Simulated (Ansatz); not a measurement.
# CCl2 (SMILES Cl[C]Cl): a relaxed scan of the bond length Cl1–C2

How does the energy rise as the bond length Cl1–C2 leaves its equilibrium value, and do density functionals follow CCSD(T)? At each value the rest of the molecule is relaxed at PBE0-D4 with the distance held.

Method: single points in def2-TZVPP; program: Ansatz 0.2.0, Gaussian basis.

Levels: PBE-D4, r2SCAN-D4, PBE0-D4, B3LYP-D4, wB97M-V, Hartree-Fock, MP2, CCSD, CCSD(T). The scan takes 1.469, 1.519, 1.593, 1.679, 1.774, 1.877, 1.986, 2.101, 2.220 Å.

Cores are frozen in the correlated methods. B3LYP uses VWN-RPA correlation.

19 further runs of the same task are left out: 19 set aside as unsound or not needed.

## (1) The system as given

The minimum, relaxed at PBE0-D4: SMILES `Cl[C]Cl`, 3 atoms, charge 0, spin multiplicity 1.

Atoms are counted from 1 here; the program's logs count them from 0.

Bond lengths: Cl1–C2 1.708 Å, C2–Cl3 1.708 Å. Angles: Cl1–C2–Cl3 109.5°.

Geometry (Å):

```xyz
3
CCl2
Cl    1.2367   -0.3293    0.6443
C    -0.2316   -0.5851   -0.1898
Cl   -1.0051    0.9145   -0.4545
```

Energies of the minimum (eV), from earlier single points: PBE-D4 -26069.18522, r2SCAN-D4 -26078.18050, PBE0-D4 -26070.94787, B3LYP-D4 -26081.31003, wB97M-V -26078.90639, CCSD(T) -26051.52859.

At the minimum the bond length Cl1–C2 is 1.708 Å.

## (2) Cl1–C2 = 1.469 Å

File relax/in.yaml:

```yaml
crystal:
  periodic: [false, false, false]
  atoms:
    - {symbol: Cl, position_ang: [1.236737, -0.329343, 0.644283]}
    - {symbol: C, position_ang: [-0.026158, -0.549345, -0.073113]}
    - {symbol: Cl, position_ang: [-0.799673, 0.950270, -0.337752]}
basis:
  gaussian: {orbitals: def2-TZVP}
hamiltonian: {xc: pbe0, dispersion: d4}
relax: {f_tol: 0.005, max_steps: 200, constraints: [{distance: [0, 1]}]}
```

No record of the launch command was kept for these runs.

Further steps of the session: Cl1–C2 = 1.519 Å; Cl1–C2 = 1.593 Å; Cl1–C2 = 1.679 Å; Cl1–C2 = 1.774 Å; Cl1–C2 = 1.877 Å; Cl1–C2 = 1.986 Å; Cl1–C2 = 2.101 Å; Cl1–C2 = 2.220 Å.

**Question.** What will these runs give? Wanted: highest point, CCSD(T); lowest point, CCSD(T); minimum along the scan, CCSD(T); RMS deviation from CCSD(T); largest T1 diagnostic.

The runs gave:

| quantity | value |
| --- | --- |
| highest point, CCSD(T) | 96.2 kJ/mol at 2.220 Å |
| lowest point, CCSD(T) | 0.0 kJ/mol at 1.708 Å |
| minimum along the scan, CCSD(T) | 1.720 Å |
| curvature there | 18.1 eV/Å² |
| RMS deviation from CCSD(T) | PBE-D4 6.1, r2SCAN-D4 3.4, PBE0-D4 5.9, B3LYP-D4 3.8, wB97M-V 6.1, Hartree-Fock 12.3, MP2 7.5, CCSD 4.8 kJ/mol |
| largest T1 diagnostic | 0.024 |

In words: A polynomial through the near points puts the CCSD(T) minimum 0.012 Å above the PBE0-D4 value. The third derivative is negative, the usual anharmonicity of a bond. Curvature against CCSD(T): PBE-D4 -12 %, Hartree-Fock +20 %. The curve of r2SCAN-D4 lies nearest to CCSD(T), that of Hartree-Fock farthest. The restricted Hartree–Fock reference is unstable towards an unrestricted one at one or more of these structures.
